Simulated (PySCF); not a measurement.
Stepwise substitution at one centre (Al F-SiH3). Isolated molecules, 0 K electronic values unless said otherwise. Strings in code marks are SMILES.

All values below come from B3LYP-D3(BJ)/def2-TZVP // PBE0-D4/def2-TZVP (PySCF). B3LYP has the VWN-RPA correlation part, as in Gaussian. Excitations are Tamm–Dancoff values on a coarser integration grid. The basis has no diffuse functions, so Rydberg states are missing or too high.

```json
[
 {"species": "0 of 3 F replaced by SiH3 (`[F][Al]([F])[F]`)", "HOMO–LUMO gap (eV)": "9.53", "LUMO (eV)": "-1.89", "T1 excitation (TDA) (eV)": "7.93"},
 {"species": "1 of 3 F replaced by SiH3 (`[F][Al]([F])[SiH3]`)", "HOMO–LUMO gap (eV)": "6.81", "LUMO (eV)": "___", "T1 excitation (TDA) (eV)": "4.87"},
 {"species": "2 of 3 F replaced by SiH3", "HOMO–LUMO gap (eV)": "4.87", "LUMO (eV)": "___", "T1 excitation (TDA) (eV)": "3.31"},
 {"species": "3 of 3 F replaced by SiH3", "HOMO–LUMO gap (eV)": "___", "LUMO (eV)": "-2.79", "T1 excitation (TDA) (eV)": "2.85"}
]
```

Q: Fill in the missing entries.

A: 
- 1 of 3 F replaced by SiH3 (`[F][Al]([F])[SiH3]`), LUMO (eV): -1.66
- 2 of 3 F replaced by SiH3, LUMO (eV): -2.27
- 3 of 3 F replaced by SiH3, HOMO–LUMO gap (eV): 4.33
